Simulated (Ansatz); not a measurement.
A nudged elastic band was laid between two geometries of CH4BF + H (8 atoms, charge 0, multiplicity 2).

Method: UKS B3LYP-D4/cc-pVDZ (Ansatz).

```yaml
movable_images: 7
climbing_image: yes
spring: 5.0 eV/Å²
optimiser: quadratic models (default)
start_path: through a guess of the saddle point
force_threshold: 0.05 eV/Å
iteration_limit: 60
end_points: relaxed
```

Image 0:

```xyz
8
Properties=species:S:1:pos:R:3
B 0.006 -0.048 -0.185
F -0.109 0.143 1.139
C 1.401 0.016 -0.876
H 1.627 -0.971 -1.325
H 1.375 0.721 -1.727
H 2.226 0.292 -0.201
H -1.025 -0.275 -0.778
H -0.027 0.121 3.962
```

Image 8:

```xyz
8
Properties=species:S:1:pos:R:3
B -0.002 0.293 -0.022
F 0.128 -0.672 2.009
C 1.368 0.081 -0.698
H 1.520 -0.982 -0.967
H 1.334 0.637 -1.657
H 2.244 0.435 -0.133
H -1.102 -0.054 -0.360
H -0.015 0.262 1.837
```

**Question.** What changes between the two ends?

**Answer.** Bonds broken: B1–F2. Bonds formed: F2–H8. CH4BF + H becomes CH4B + FH.

**Question.** Give the energies along the band, and the barrier.

**Answer.** The forces met the threshold. The highest image is number 5 of 0 to 8, 1.81 eV above the first end and 0.58 eV above the last; the last end lies 1.23 eV above the first. Neighbouring images differ by up to 1.7 eV, so the band resolves the path poorly. A vibrational analysis at the climbing image gives one clearly imaginary mode, 1653i cm⁻¹: a first-order saddle point.

| image | path coordinate (Å) | energy (eV) | B1–F2 (Å) | F2–H8 (Å) |
| --- | --- | --- | --- | --- |
| 0 | 0.00 | 0.00 | 1.34 | 2.82 |
| 1 | 0.77 | 0.00 | 1.34 | 2.86 |
| 2 | 1.55 | 0.00 | 1.34 | 2.93 |
| 3 | 2.32 | 0.00 | 1.34 | 2.87 |
| 4 | 3.10 | 0.08 | 1.35 | 2.17 |
| 5 | 3.88 | 1.81 | 1.57 | 1.09 |
| 6 | 4.76 | 1.36 | 2.15 | 0.93 |
| 7 | 5.63 | 1.31 | 2.13 | 0.93 |
| 8 | 6.50 | 1.23 | 2.25 | 0.96 |

**Question.** What is the geometry of the highest image?

**Answer.** 
```xyz
8
Properties=species:S:1:pos:R:3:forces:R:3
B -0.053 0.401 -0.033 0.00 0.00 0.00
F -0.005 0.251 1.529 0.00 0.00 0.00
C 1.331 0.066 -0.661 0.00 0.00 0.00
H 1.601 -0.982 -0.387 0.00 0.00 0.00
H 1.296 0.106 -1.762 0.00 0.00 0.00
H 2.164 0.702 -0.316 0.00 0.00 0.00
H -1.149 0.107 -0.427 0.00 0.00 0.00
H 0.289 -0.651 2.067 0.00 0.00 0.00
```

The run took 5.4 min on 2 threads of Intel(R) Xeon(R) Platinum 8259CL CPU @ 2.50GHz (Skylake/Cascade Lake), with other jobs on the host, peak memory 0.17 GiB.
